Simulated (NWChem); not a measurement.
System: SiH3 cation

```xyz
4

Si     0.0000     0.0000     0.0000
H      1.1933    -0.8948     0.0000
H     -1.3716    -0.5861     0.0000
H      0.1782     1.4809     0.0000
```
Atoms are numbered in this order, from 1.

All runs use the structure optimised with PBE-D3(BJ)/def2-SVP.

Q: List the 4 lowest vertical singlet excitations from PBE0/6-31+G* (spherical d), TDA (NWChem).

A: 
| state | energy (eV) | oscillator strength | leading excitation (squared amplitude) |
|---|---|---|---|
| S1 | 5.57 | 0.000 | HOMO → LUMO (1.00) |
| S2 | 5.57 | 0.000 | HOMO−1 → LUMO (1.00) |
| S3 | 10.63 | 0.112 | HOMO → LUMO+1 (0.81) |
| S4 | 10.63 | 0.112 | HOMO−1 → LUMO+1 (0.81) |
